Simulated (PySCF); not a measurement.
Delta-SCF ions had no search for a lower state. Excitations are Tamm–Dancoff values on a coarser integration grid. The basis has no diffuse functions, so Rydberg states are missing or too high.

Z-matrix (Å, degrees):
```
C
C 1 1.3268
H 2 1.0825 1 121.72
H 2 1.0846 3 116.83 1 -179.85
H 1 1.0871 2 118.85 3 0.06
C 1 1.4960 5 115.99 2 179.98
H 6 1.0909 1 111.46 5 -179.98
H 6 1.0940 7 108.28 1 122.38
H 6 1.0940 7 108.28 8 115.24
```
Charge 0, multiplicity 1.

Problem. Estimate the S1–T1 gap (TDA), total energy, T1 excitation (TDA), HOMO, LUMO, vertical ionisation energy (Delta-SCF), brightest of the four lowest singlets (TDA) and S1 excitation (TDA) that TPSSh-D3(BJ)/def2-TZVP // B3LYP-D3(BJ)/def2-TZVP in PySCF returns for this input.

Solution. 
```yaml
S1–T1 gap (TDA): 3.14 eV
total_energy: -3210.02 eV
T1 excitation (TDA): 4.47 eV
HOMO: -6.71 eV
LUMO: 0.01 eV
vertical ionisation energy (Delta-SCF): 9.65 eV
brightest of the four lowest singlets (TDA): 8.08 eV
S1 excitation (TDA): 7.62 eV
```
